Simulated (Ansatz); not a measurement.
hcp Ti was calculated with PBEsol in Ansatz (PAW).

A relaxed, unreconstructed slab of the (11-20) face has 20 atoms, two equal faces of 23.086 Å² each and an energy of -49471.8889 eV. A bulk cell of 4 atoms with the same orientation and in-plane k mesh has -9895.5837 eV. Energies are extrapolated to zero smearing.

Numerical settings: plane-wave cutoff 500 eV, 12×12×1 k mesh (along the axes of the cell as run), Fermi–Dirac smearing 0.1 eV, scalar-relativistic PAW data made under PBE.

Worked out: γ = (E_slab − N E_bulk per atom)/2A = [-49471.8889 − 20 × (-9895.5837/4)]/(2 × 23.086) = 0.1306 eV/Å². With 16.022 J/m² per eV/Å² this is 2.09 J/m², or 3.01 eV per surface cell and face.

Ansatz is an electronic-structure program.
